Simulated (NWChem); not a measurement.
## Correlation energy of B (+1)

```xyz
1

B      0.0000     0.0000     0.0000
```
Charge +1, spin multiplicity 1.

All runs are NWChem calculations.

Basis set: cc-pVTZ. Each correlation energy counts from its own Hartree-Fock reference.

The correlated methods keep 1 core orbital frozen. Coupled-cluster values serve here as a point of comparison, not as the truth.

### Question
For the correlation energy, RI-MP2 gives -35.9 mHa and MP2 gives -35.9 mHa. What do SCS-MP2, CCSD, CR-CCSD[T] give?

### Answer
SCS-MP2: -43.1 mHa; CCSD: -59.8 mHa; CR-CCSD[T]: -59.8 mHa.
